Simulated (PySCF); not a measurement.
water cation (H2O), SMILES O (connectivity only; charge and spin as stated), charge +1, multiplicity 2.

Geometry optimised at PBE0-D3(BJ)/def2-TZVPD. The multiplicity is an assumed one; other spin states were not compared.

These are PySCF with TDA-CAM-B3LYP/def2-TZVPD values and carry that method's errors.

Vertical excitations. Isolated molecule, no solvent.

```json
[
 {"state": "root 1", "energy (eV)": "2.18", "λ (nm)": "569", "f": "0.001", "main pairs": "β HOMO→LUMO 99 %"},
 {"state": "root 2", "energy (eV)": "6.24", "λ (nm)": "199", "f": "0.000", "main pairs": "β HOMO−1→LUMO 99 %"},
 {"state": "root 3", "energy (eV)": "12.23", "λ (nm)": "101", "f": "0.004", "main pairs": "α HOMO→LUMO 28 %, β HOMO→LUMO+1 67 %"},
 {"state": "root 4", "energy (eV)": "13.42", "λ (nm)": "92", "f": "0.015", "main pairs": "α HOMO−1→LUMO 96 %"},
 {"state": "root 5", "energy (eV)": "13.47", "λ (nm)": "92", "f": "0.079", "main pairs": "α HOMO→LUMO 68 %, β HOMO→LUMO+1 29 %"},
 {"state": "root 6", "energy (eV)": "13.97", "λ (nm)": "89", "f": "0.004", "main pairs": "α HOMO→LUMO+1 25 %, β HOMO→LUMO+2 61 %"},
 {"state": "root 7", "energy (eV)": "15.42", "λ (nm)": "80", "f": "0.000", "main pairs": "α HOMO−1→LUMO+1 94 %"},
 {"state": "root 8", "energy (eV)": "15.45", "λ (nm)": "80", "f": "0.037", "main pairs": "α HOMO→LUMO+1 49 %, β HOMO→LUMO+2 32 %, β HOMO−1→LUMO+1 14 %"},
 {"state": "root 9", "energy (eV)": "15.84", "λ (nm)": "78", "f": "0.014", "main pairs": "α HOMO−2→LUMO 37 %, α HOMO→LUMO+1 18 %, β HOMO−1→LUMO+1 41 %"},
 {"state": "root 10", "energy (eV)": "17.17", "λ (nm)": "72", "f": "0.001", "main pairs": "α HOMO−2→LUMO+1 33 %, β HOMO−1→LUMO+2 41 %"}
]
```
Unrestricted roots are not spin-pure.
